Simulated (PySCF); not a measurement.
Assignment exercise: C$_{6}$H$_{12}$

Atom-mapped SMILES (the numbers label the heavy atoms): `[CH2:1]=[CH:2][C:3]([CH3:4])([CH3:5])[CH3:6]`. Hydrogens are named by the atom that carries them. Ha(C1) is cis to C3; Hb(C1) is trans to C3.

[PySCF 2.14: PBE0-D3(BJ)/def2-TZVP structure; B97-2/pcSseg-2 with gauge-including orbitals; non-relativistic Hamiltonian; one averaged value for each set of equivalent atoms; one conformer; isolated molecule]

Chemical shifts δ = σref − σ; ¹³C (σ = 185.38 ppm), ¹H (σ = 31.64 ppm) against TMS, all at this level.

(1) Assign these signals to the numbered atoms. ¹³C{¹H} NMR (computed): δ 160.8, 115.5, 38.0, 31.1.

(2) Assign these signals to the numbered atoms. ¹H NMR (500 MHz, computed): δ 6.25 (m, 1H), 5.19 (m, 1H), 5.14 (m, 1H), 1.02 (s, 9H).

Results:

(1) 
| δ (ppm) | atoms | environment | reason |
| --- | --- | --- | --- |
| 160.8 | C2 | alkene CH | the olefinic region |
| 115.5 | C1 | terminal =CH2 carbon | an sp2 carbon of a C=C bond |
| 38.0 | C3 | allylic quaternary sp3 carbon | a saturated carbon with 4 carbon neighbours and no heteroatom attached |
| 31.1 | C4/C5/C6 | methyl carbon | a saturated carbon with 1 carbon neighbour and no heteroatom attached |

(2) 
```tsv
δ (ppm)	atoms	environment	reason
6.25	H(C2)	hydrogen on an alkene CH	a vinylic proton, deshielded by the sp2 carbon and the C=C anisotropy
5.19	Ha(C1)	hydrogen on a terminal =CH2 carbon	a vinylic proton, deshielded by the sp2 carbon and the C=C anisotropy
5.14	Hb(C1)	hydrogen on a terminal =CH2 carbon	–
1.02	H(C4)/H(C5)/H(C6)	hydrogen on a methyl carbon	–
```

Ha(C1) and Hb(C1) lie closer than the usual error of such a calculation, so a measured spectrum could show them in the other order.

Shifts are as computed. Against solution values, carbons near 30 ppm lie about +3 ppm off and those near 130 ppm about +7 ppm. Of 1211 compounds with measured shifts, 218 miss one by over three times the rms of a fit or turn the order of signals round; such compounds aren't used in these exercises. No couplings were computed; multiplicities are counted from neighbouring protons, with m where these are inequivalent, close in shift, in a saturated or five-membered ring or joined by F or P, and br s for small geminal =CH2 splittings.
